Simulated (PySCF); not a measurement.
# Computed and reference excited states of thioacrolein, `C=CC=S`

Published values to compare with (the computed states carry no symmetry labels, so the two lists aren't matched line by line):

```csv
state,E (eV),f,kind of transition,source
3A''(n→π*),1.91,,vertical absorption,[1]
1A''(n→π*),2.10,,vertical absorption,[2]
1A''(n→π*),2.11,0.000,vertical absorption,[1]
```

[1] computed, theoretical best estimate (aug-cc-pVTZ, frozen core, CC3 geometry), gas; Veril, Scemama, Caffarel, Lipparini, Boggio-Pasqua, Jacquemin, Loos, WIREs Comput. Mol. Sci. 2021, 11, e1517 (QUESTDB)
[2] computed, theoretical best estimate (aug-cc-pVTZ), revised with CC4, gas; Loos, Lipparini, Matthews, Blondel, Jacquemin, revising reference values with EOM-CC4 (2022), arXiv:2204.11658

Species: thioacrolein, C₃H₄S.
SMILES: `C(=C)C=S`

Computed, not measured: TDDFT PBE0/def2-SVPD, vertical, gas phase, core orbitals frozen in the response in PySCF 2.14.0, density-fitted response routines. Isolated species at its PBE0-D3(BJ)/def2-SVP geometry (one conformer only). Torsions of this conformer, `[CH2:1]=[CH:2][CH:3]=[S:4]`: C1–C2–C3–S4 180°.

Computed singlets: 2.11 eV (f 0.000); 4.92 eV (f 0.514); 5.68 eV (f 0.001); 6.25 eV (f 0.006); 6.29 eV (f 0.041); 6.48 eV (f 0.000); 6.52 eV (f 0.018); 6.75 eV (f 0.098); 6.77 eV (f 0.018); 7.17 eV (f 0.007). Computed triplets (Tamm–Dancoff): 1.62, 2.43, 4.47, 5.43 eV.

Task: How does the lowest computed triplet compare with the best estimate listed for the lowest triplet (vertical absorption)?

Result: 1.62 eV against 1.91 eV for 3A''(n→π*) [1]: a difference of -0.29 eV. Geometry and basis of the two calculations needn't be the same.

Note on [2]: revises the 2021 QUESTDB value.

The vertical ionisation energy (ΔSCF) is 8.70 eV, 1.52 eV above S10.
